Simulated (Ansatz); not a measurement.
# [Cl···H···Cl], doublet: transfer scan

Starting geometry:

```yaml
atoms:
  - { symbol: Cl, position_ang: [0.0000, 0.0000, -1.4353] }
  - { symbol: H, position_ang: [0.0000, 0.0000, -0.1565] }
  - { symbol: Cl, position_ang: [0.0000, 0.0000, 1.5917] }
```

From there H2 is moved from one fragment to the other while all else, the fragments' distance too, stays fixed, so the hump isn't the reaction's barrier; atoms are numbered as listed. Energies are in kJ/mol, counted from the starting geometry at the same level.

Basis cc-pVDZ; Ansatz 0.2.0. Only valence electrons are correlated (noble-gas cores frozen). Prefix R: restricted or restricted open-shell reference; prefix U: unrestricted. Active spaces: valence = (15e, 9o) chosen from the atoms' valence shells.

Runs in a small pair space aren't shown, since their orbitals change along the scan. A value is left out where its run failed or describes another state than the reference as far as symmetry and spin tell, or, spin-broken singlets apart, can't be checked.

Full CI isn't at hand for all of this; UCCSDT(Q) serves as the reference, and is uncertain by about the last step of the cluster series. The frozen core follows each run's orbitals, which can shift R against U totals by a few meV.

```
distance Cl1-H2 (Å)  UCCSDT(Q)  error UHF  error UMP2  error BCCD(T)  error RCCSDT  error RCCSDT(Q)  error CASSCF (valence space)
              1.189       18.0          –        -1.9           -0.2          -0.1              0.0                             –
              1.279        0.0        0.0         0.0            0.0           0.0              0.0                           0.0
              1.336        0.6        6.9         1.7            0.2           0.1              0.0                           2.3
              1.393        5.3       13.7         4.0            0.4           0.2              0.0                           4.6
              1.449       10.1       19.1         6.3            0.6           0.3              0.0                           6.4
              1.506       12.5       21.6         7.6            0.6           0.4              0.0                           7.2
              1.563       11.1       20.1         6.8            0.6           0.3              0.0                           6.7
              1.620        6.6       15.2         4.6            0.4           0.2              0.0                           5.1
              1.677        1.6        8.6         2.2            0.2           0.1              0.0                           2.9
```

Errors are those of relative energies. In total energy the starting point itself misses UCCSDT(Q) by: UHF 797.4, UMP2 99.4, BCCD(T) 2.6, RCCSDT 1.3, RCCSDT(Q) 0.0, CASSCF (valence space) 758.9 kJ/mol.

Spread of the error over the points with a reference, to 1.677 Å (largest less smallest): RCCSDT(Q) 0.0, RCCSDT 0.5, BCCD(T) 0.9, CASSCF (valence space) 7.2 (8 of 9 points), UMP2 9.4, UHF 21.6 (8 of 9 points) kJ/mol.
